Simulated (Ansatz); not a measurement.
# BHNSi: the cost of one run

Program: Ansatz 0.2.0, Gaussian basis. Level of theory: def2-QZVPP, all electrons in the functionals, frozen cores in the correlation of double hybrids and RPA. These are calculated values, not measurements.

To be run: wB97M-V, B2PLYP, at charge 0, quartet; charge 0, doublet; charge 0, sextet; charge 1, triplet; charge 1, quintet.

3 further runs of the same task are left out: 1 that didn't finish, 2 set aside as unsound or not needed.

### 1 The geometry

The geometry is a PBE0/def2-TZVP stationary point (not a proven minimum).

4 atoms, charge 0, spin multiplicity 4.

Atoms are counted from 1 here; the program's logs count them from 0.

Bond lengths: N1–B2 1.336 Å, N1–Si3 1.777 Å, B2–Si3 2.063 Å, B2–H4 1.181 Å. Angles: B2–N1–Si3 81.7°, N1–B2–Si3 58.5°, N1–B2–H4 153.5°, Si3–B2–H4 148.1°, N1–Si3–B2 39.9°.

No dispersion term is added; wB97M-V holds VV10 nonlocal correlation.

The geometry shown and the zero of energy belong to the point charge 0, quartet. The yardstick, UCCSD(T), and other wave-function levels (R restricted, U unrestricted, valence and pair active spaces) come from earlier runs.

### 2 wB97M-V, charge 0, quartet

in.yaml

```yaml
crystal:
  periodic: [false, false, false]
  atoms:
    - {symbol: N, position_ang: [0.000000, -0.759800, 0.665432]}
    - {symbol: B, position_ang: [0.000000, 0.473968, 1.177819]}
    - {symbol: Si, position_ang: [0.000000, 0.151704, -0.859531]}
    - {symbol: H, position_ang: [0.000000, 1.247631, 2.069996]}
basis:
  gaussian: {orbitals: "def2-QZVPP.json"}
magnetization: {spin_polarized: true, initial_magnetization: 3}
hamiltonian: {xc: {name: wB97M-V}}
output: {orbitals: {seedname: orbitals}}
```

Command:

```sh
$ ansatz run in.yaml --threads 1 --pin off --events-out ev --progress --plain --max-ram 2393MiB
```

**Question.** How long does this run take on 1 thread of Intel Xeon Platinum 8488C, shared host, and how much memory does it need?

About 16 s, with a peak of 0.58 GiB.
